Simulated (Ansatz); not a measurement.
# CH₄ (triplet): from Hartree-Fock to the top rungs at distance H1–H2 along a hydrogen transfer = 0.693 Å, cc-pVDZ

Aim: climb from Hartree-Fock through coupled cluster and multireference methods for CH₄ (triplet) at one geometry and basis, and see what each rung misses.

Computed with Ansatz 0.2.0, Gaussian basis. Level: cc-pVDZ, core rule «outside noble gas», up to 1 orbitals frozen.

Plan: UHF; CCSD(T) on ROHF; CCSD(T) on UHF; BCCD(T) on ROHF; CISD; CCSDT(Q) on ROHF; CCSDT(Q) on UHF; CASSCF and MRCISD+Q, 4 electrons in 4 orbitals; CASSCF and NEVPT2, 4 electrons in 4 orbitals; CASSCF and MRCISD+Q, 8 electrons in 8 orbitals; CASSCF and NEVPT2, 8 electrons in 8 orbitals.

### Step 1. What is computed

The geometry derives from fragments relaxed apart (PBE0/def2-TZVP) and kept rigid, so it is no stationary point. A hydrogen atom is moved between rigid fragments.

5 atoms, charge 0, spin multiplicity 3.

Atoms are counted from 1 here; the program's logs count them from 0.

Bond lengths: H1–H2 0.693 Å, C3–H4 1.079 Å, C3–H5 1.079 Å. Angles: H4–C3–H5 134.8°.

### Step 2. UHF

Input file in.yaml:

```yaml
crystal:
  periodic: [false, false, false]
  atoms:
    - {symbol: H, position_ang: [-1.956220, 0.000000, 0.000000]}
    - {symbol: H, position_ang: [-1.263220, 0.000000, 0.000000]}
    - {symbol: C, position_ang: [0.171780, 0.000000, 0.000000]}
    - {symbol: H, position_ang: [0.586248, 0.000000, 0.996161]}
    - {symbol: H, position_ang: [0.586248, 0.000000, -0.996161]}
basis:
  gaussian: {orbitals: cc-pVDZ}
magnetization: {spin_polarized: true, initial_magnetization: 2}
hamiltonian: {xc: hf}
output: {orbitals: {seedname: orbitals}}
```

On the command line:

```
ansatz run in.yaml --threads 1 --pin off --events-out ev --progress --plain --max-ram 2764MiB --backend cpu
```

The runs that follow: CCSD(T) on ROHF; CCSD(T) on UHF; BCCD(T) on ROHF; CISD; CCSDT(Q) on ROHF; CCSDT(Q) on UHF; CASSCF and MRCISD+Q, 4 electrons in 4 orbitals; CASSCF and NEVPT2, 4 electrons in 4 orbitals; CASSCF and MRCISD+Q, 8 electrons in 8 orbitals; CASSCF and NEVPT2, 8 electrons in 8 orbitals.

Q: Predict the results of all the runs planned. Wanted: UCCSDT(Q) below the RHF energy; RMP2 from UCCSDT(Q); UMP2 from UCCSDT(Q); RCCSD from UCCSDT(Q); RCCSD(T) from UCCSDT(Q); UCCSD(T) from UCCSDT(Q); RCCSDT(Q) from UCCSDT(Q); NEVPT2 pair from UCCSDT(Q); NEVPT2 valence from UCCSDT(Q).

**Answer**, as computed:

| quantity | value |
| --- | --- |
| UCCSDT(Q) below the RHF energy | -4.6084 eV |
| RMP2 from UCCSDT(Q) | +82.9 kJ/mol |
| UMP2 from UCCSDT(Q) | +81.7 kJ/mol |
| RCCSD from UCCSDT(Q) | +8.8 kJ/mol |
| RCCSD(T) from UCCSDT(Q) | +1.7 kJ/mol |
| UCCSD(T) from UCCSDT(Q) | +1.6 kJ/mol |
| RCCSDT(Q) from UCCSDT(Q) | +0.1 kJ/mol |
| NEVPT2 pair from UCCSDT(Q) | +79.8 kJ/mol |
| NEVPT2 valence from UCCSDT(Q) | +68.4 kJ/mol |
| MRCISD+Q valence from UCCSDT(Q) | +1.3 kJ/mol |
| levels within 1 kcal/mol (43 meV) | RCCSD(T), UCCSD(T), BCCD(T), RCCSDT, UCCSDT, RCCSDT(Q), MRCISD+Q valence |
| T1 diagnostic | 0.025 |
| effectively unpaired electrons | 2.01 |

What this shows: RCCSD(T) misses by +1.7 kJ/mol, 0.4 % of the correlation energy. One determinant dominates. Of the multireference levels listed MRCISD+Q valence comes nearest in total energy (+1.3 kJ/mol), which doesn't show that its space is the better one. These misses are within one basis, not against nature; the frozen cores of restricted and unrestricted runs differ, which can shift their rows.
